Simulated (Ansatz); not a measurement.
`NC1(F)CO1`, charge 0, multiplicity 1.

(1) Give a relaxed structure at PBE0-D4/def2-TZVP (Ansatz). (Estimate.)

Results:

(1) Ansatz gave: 
Cartesian coordinates in Å:
```
N 1.418 -0.093 0.132
C 0.051 -0.329 0.340
F -0.148 -0.708 1.626
C -1.099 0.248 -0.349
O -0.589 -1.087 -0.603
H 1.768 0.656 0.713
H 1.615 0.088 -0.842
H -0.952 0.952 -1.164
H -2.064 0.274 0.147
```
This is one stationary point; other conformers may exist.
